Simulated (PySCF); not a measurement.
Geometry:
| atom | x (Å) | y (Å) | z (Å) |
| --- | --- | --- | --- |
| C1 | 1.914 | -0.101 | 0.306 |
| C2 | 0.475 | 0.342 | 0.496 |
| C3 | -0.480 | -0.293 | -0.489 |
| C4 | -1.912 | 0.148 | -0.319 |
| F5 | -0.429 | -1.680 | -0.328 |
| H6 | 2.280 | 0.165 | -0.689 |
| H7 | 2.005 | -1.183 | 0.416 |
| H8 | 2.572 | 0.370 | 1.040 |
| H9 | 0.394 | 1.428 | 0.387 |
| H10 | 0.131 | 0.102 | 1.508 |
| H11 | -0.141 | -0.098 | -1.514 |
| H12 | -2.002 | 1.220 | -0.507 |
| H13 | -2.561 | -0.381 | -1.018 |
| H14 | -2.255 | -0.056 | 0.698 |

Geometry: PBE0-D3(BJ)/def2-TZVP; GIAO absolute shieldings from PySCF, gas phase, non-relativistic, averaged over equivalent atoms.

At KT3/pcSseg-2 (306 basis functions, 32 s wall time on 1 thread of an AMD EPYC 9R45 96-Core, shared host):
```
      atoms  σ (ppm)
         C3     86.0
         C2    147.0
         C4    159.2
         C1    169.6
         F5    359.3
        H11    27.05
        H10    30.11
         H9    30.13
H12/H13/H14    30.39
   H6/H7/H8    30.55
```

Estimate the result of repeating the calculation with wB97X-D/pcSseg-2.

Results:


```tsv
atoms	σ at wB97X-D/pcSseg-2	change
C3	88.9	+2.9
C2	151.0	+4.0
C4	161.8	+2.6
C1	173.4	+3.8
F5	379.4	+20.1
H11	27.20	+0.15
H10	30.13	+0.02
H9	30.27	+0.14
H12/H13/H14	30.38	-0.01
H6/H7/H8	30.56	+0.01
```

The largest change is at F5 (fluorine on an sp3 carbon). Cost: 306 basis functions, 27 s wall time on 1 thread of an AMD EPYC 9R45 96-Core, shared host. The order of the carbon signals is the same at both levels.
